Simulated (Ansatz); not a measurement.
A displaced shape of doublet CH3O:

```xyz
5

C     0.0811   -0.0141   -0.6705
O     0.0237   -0.0937    0.6556
H    -0.0319    0.8123    1.0183
H     0.0845   -1.0133   -1.1106
H    -0.4309    0.8418   -1.2370
```

It was optimised with HF/def2-SVP in Ansatz (development build ahead of 0.2.0) to forces under 0.001 eV/Å, with unrestricted orbitals. Each step stands on the lowest determinant of that kind that the program's search found.

Problem. What shape does it relax to, and how does the optimisation go?

Solution.

```xyz
5

C     0.0774   -0.0209   -0.6838
O     0.0070   -0.0591    0.6641
H    -0.0260    0.8142    1.0207
H     0.0836   -0.9988   -1.1455
H    -0.4154    0.7977   -1.1996
```

Bond lengths: C1–O2 1.350 Å, O2–H3 0.944 Å, C1–H4 1.081 Å, C1–H5 1.086 Å. Angles: C1–O2–H3 110.7°, O2–C1–H4 113.6°, O2–C1–H5 118.2°, H4–C1–H5 118.8°.

```csv
step,E − E(start) (eV),largest force (eV/Å)
1,0.0000,2.3336
2,-0.1236,0.5354
3,-0.1304,0.0512
4,-0.1305,0.0108
5,-0.1306,0.0066
6,-0.1306,0.0031
7,-0.1306,0.0007
```

The optimisation ended after 7 steps with its threshold met.
